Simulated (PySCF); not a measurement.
Si₂, SMILES [Si]=[Si] (connectivity only; charge and spin as stated), neutral, multiplicity 3. Geometry optimised at PBE-D3(BJ)/def2-TZVPD.

Method: PBE-D3(BJ)/def2-TZVPD (PySCF).

Harmonic wavenumbers (cm⁻¹): 484. Rotational constants (GHz): 6.898 (linear); symmetry number 2.

Work out the zero-point energy and the ideal-gas rigid-rotor harmonic-oscillator thermochemistry at 298.15 K and 1 atm.

ZPE = ½ Σ hcν = ½ × 484 cm⁻¹ = 2.90 kJ/mol. H − E(el) = 12.19 kJ/mol. Entropy in J/(mol K): translation 158.99, rotation 59.12, vibration 2.92, spin 9.13, total 230.16. G − E(el) = -56.43 kJ/mol. Cp = 34.48 J/(mol K).
